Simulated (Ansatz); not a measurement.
fcc Au was calculated with r²SCAN (plane waves, PAW; Ansatz, a quantum-chemistry and plane-wave program).

A relaxed, unreconstructed slab of the (100) face has 6 atoms, two equal faces of 8.505 Å² each and an energy of -78979.9229 eV. A bulk cell of 2 atoms with the same orientation and in-plane k mesh has -26327.0168 eV. Energies are extrapolated to zero smearing.

Run with plane-wave cutoff 500 eV, 18×18×1 k mesh (along the axes of the cell as run), Fermi–Dirac smearing 0.1 eV, scalar-relativistic PAW data made under PBE.

Worked out: γ = (E_slab − N E_bulk per atom)/2A = [-78979.9229 − 6 × (-26327.0168/2)]/(2 × 8.505) = 0.0663 eV/Å². With 16.022 J/m² per eV/Å² this is 1.06 J/m², or 0.56 eV per surface cell and face.
